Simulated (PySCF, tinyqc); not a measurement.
Starting guesses with plain Roothaan steps: SCF starting guesses in the sto-3g basis, for CH+, spin multiplicity 1. Computed by the program tinyqc with PySCF. RHF with one setting changed at a time; a run stops when the energy changes by less than 1e-09 hartree and the error matrix is below 1e-5. Starts: the lowest orbitals of the core Hamiltonian, of the Wolfsberg-Helmholz matrix (K = 1.75), projected atomic densities, random orbitals, and the highest orbitals of the core Hamiltonian (a deliberately bad start).

Geometry (angstrom):

| atom | x | y | z |
|---|---|---|---|
| C | 0.0000 | 0.0000 | 0.0000 |
| H | 0.0000 | 0.0000 | 1.2240 |

lowest restricted solution found by these runs and by PySCF = -37.455454 hartree

Largest element of the error matrix X^T (FDS - SDF) X:

| iteration | core | Wolfsberg-Helmholz | atomic densities | random | highest core orbitals |
|---|---|---|---|---|---|
| 1 | 5.8e-01 | 2.2e-01 | 5.1e-01 | 7.9e+00 | 1.9e-01 |
| 2 | 1.3e-01 | 6.9e-02 | 3.7e-02 | 3.6e-01 | 6.2e-01 |
| 3 | 1.7e-02 | 2.3e-02 | 5.6e-03 | 7.2e-02 | 4.5e-01 |
| 4 | 3.7e-03 | 7.2e-03 | 1.8e-03 | 5.7e-02 | 5.7e-02 |
| 5 | 9.3e-04 | 2.2e-03 | 5.1e-04 | 4.4e-02 | 9.4e-03 |
| 6 | 2.6e-04 | 6.3e-04 | 1.5e-04 | 3.3e-02 | 3.1e-03 |
| 8 | 2.1e-05 | 5.3e-05 | 1.2e-05 | 1.9e-02 | 3.2e-04 |
| 10 | - | 4.4e-06 | - | 1.1e-02 | 3.1e-05 |
| 14 | - | - | - | 3.3e-03 | - |
| 20 | - | - | - | 5.9e-04 | - |
| 30 | - | - | - | 3.3e-05 | - |

How each run ends:

| run | iterations | E (hartree) | state |
|---|---|---|---|
| core | 9 | -37.45545 | lowest found |
| Wolfsberg-Helmholz | 10 | -37.45545 | lowest found |
| atomic densities | 9 | -37.45545 | lowest found |
| random | 35 | -37.45545 | lowest found |
| highest core orbitals | 12 | -37.17840 | higher |

What does the comparison show, and why?

4 of 5 runs reach the lowest restricted solution found, in 9 to 35 iterations (fastest: core, atomic densities). Ending on a higher stationary point: highest core orbitals; a small error matrix cannot reveal that, and an occupation fixed by the start is kept by symmetry or by the shape of the basin. The first errors are 6e-01, 2e-01, 5e-01, 8e+00, 2e-01; the deliberately bad start has the smallest one, so a small first error does not mark a good start. The restricted reference is unstable here: a spin-polarised solution lies 0.0099 hartree lower (PySCF), so results built on it describe a poor reference.
